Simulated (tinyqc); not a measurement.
Inside a calculation. Method: RKS/LDA (VWN5) in the sto-6g basis, for OH-, spin multiplicity 1. The basis has no diffuse functions, so it cannot describe the extra electron: this is an exercise in the method, not the real anion. One step of it, computed by the program tinyqc.

Question. Iteration 1: building the Kohn-Sham matrix. J_ij = sum D_kl (ij|kl); F = H + J + V_xc; E = tr D H + tr D J / 2 + E_xc + E_nn.

D at the start, lower triangle:
```
            1O 1s      1O 2s    1O 2px    1O 2py     1O 2pz     2H 1s
1O 1s    0.100670
1O 2s   -0.463038   2.131063
1O 2px   0.000000   0.000000  2.000000
1O 2py   0.000000   0.000000  0.000000  2.000000
1O 2pz  -0.003241   0.018621  0.000000  0.000000   2.018660
2H 1s    0.031198  -0.194479  0.000000  0.000000  -0.194932  2.036315
```

core Hamiltonian H = T + V (hartree), lower triangle:
```
             1O 1s      1O 2s     1O 2px     1O 2py     1O 2pz      2H 1s
1O 1s   -32.205872
1O 2s    -7.110814  -8.432472
1O 2px    0.000000   0.000000  -6.737243
1O 2py    0.000000   0.000000   0.000000  -6.737243
1O 2pz   -0.004057  -0.048417   0.000000   0.000000  -6.755662
2H 1s    -0.181639  -0.550383   0.000000   0.000000  -0.481394  -2.667621
```

Two-electron integrals (ij|kl) in chemists' order, unique and non-zero (hartree):
```
(11|11) 4.787491   (21|11) 0.675884   (21|21) 0.121505   (22|11) 1.117379
(22|21) 0.249212   (22|22) 0.817383   (31|31) 0.025762   (32|31) 0.039145
(32|32) 0.180664   (33|11) 1.117381   (33|21) 0.249212   (33|22) 0.817382
(33|33) 0.880663   (41|41) 0.025762   (42|41) 0.039145   (42|42) 0.180664
(43|43) 0.047461   (44|11) 1.117381   (44|21) 0.249212   (44|22) 0.817382
(44|33) 0.785741   (44|44) 0.880663   (51|51) 0.025762   (52|51) 0.039145
(52|52) 0.180664   (53|53) 0.047461   (54|54) 0.047461   (55|11) 1.117381
(55|21) 0.249212   (55|22) 0.817382   (55|33) 0.785741   (55|44) 0.785741
(55|55) 0.880663   (61|11) 0.018130   (61|21) 0.003132   (61|22) 0.006312
(61|33) 0.006299   (61|44) 0.006299   (61|51) 0.000155   (61|52) 0.000308
(61|55) 0.006336   (61|61) 0.000082   (62|11) 0.061021   (62|21) 0.013884
(62|22) 0.052731   (62|33) 0.051829   (62|44) 0.051829   (62|51) 0.001097
(62|52) 0.009112   (62|55) 0.054535   (62|61) 0.000362   (62|62) 0.004994
(63|31) 0.001294   (63|32) 0.008020   (63|53) 0.001756   (63|63) 0.000585
(64|41) 0.001294   (64|42) 0.008020   (64|54) 0.001756   (64|64) 0.000585
(65|11) 0.052606   (65|21) 0.012102   (65|22) 0.048730   (65|33) 0.046881
(65|44) 0.046881   (65|51) 0.002046   (65|52) 0.015229   (65|55) 0.052428
(65|61) 0.000325   (65|62) 0.005580   (65|65) 0.006703   (66|11) 0.274565
(66|21) 0.063458   (66|22) 0.274105   (66|33) 0.268302   (66|44) 0.268302
(66|51) 0.004028   (66|52) 0.047564   (66|55) 0.285708   (66|61) 0.001648
(66|62) 0.038582   (66|65) 0.048347   (66|66) 0.774999
```

nuclear repulsion = 2.19803618 hartree

V_xc (hartree), lower triangle:
```
            1O 1s      1O 2s     1O 2px     1O 2py     1O 2pz      2H 1s
1O 1s   -1.198435
1O 2s   -0.248697  -0.810623
1O 2px   0.000000   0.000000  -0.808765
1O 2py   0.000000   0.000000   0.000000  -0.808765
1O 2pz  -0.000126  -0.002871   0.000000   0.000000  -0.814346
2H 1s   -0.006383  -0.048555   0.000000   0.000000  -0.045908  -0.508727
```

E_xc = sum of w rho eps_xc = -5.71574681 hartree

Give: Coulomb J; Kohn-Sham matrix F; total energy of this density.

Answer.

Coulomb J (hartree), lower triangle:
```
         1O 1s   1O 2s  1O 2px  1O 2py  1O 2pz   2H 1s
1O 1s   9.4784
1O 2s   2.1058  7.0622
1O 2px  0.0000  0.0000  7.0508
1O 2py  0.0000  0.0000  0.0000  7.0508
1O 2pz  0.0083  0.0939  0.0000  0.0000  7.0848
2H 1s   0.0535  0.4979  0.0000  0.0000  0.4855  3.7491
```

Kohn-Sham matrix F (hartree), lower triangle:
```
           1O 1s    1O 2s   1O 2px   1O 2py   1O 2pz   2H 1s
1O 1s   -23.9259
1O 2s    -5.2537  -2.1809
1O 2px    0.0000   0.0000  -0.4952
1O 2py    0.0000   0.0000   0.0000  -0.4952
1O 2pz    0.0041   0.0426   0.0000   0.0000  -0.4852
2H 1s    -0.1346  -0.1011   0.0000   0.0000  -0.0418  0.5727
```

total energy of this density = -31.865947 hartree

This density is the starting one.
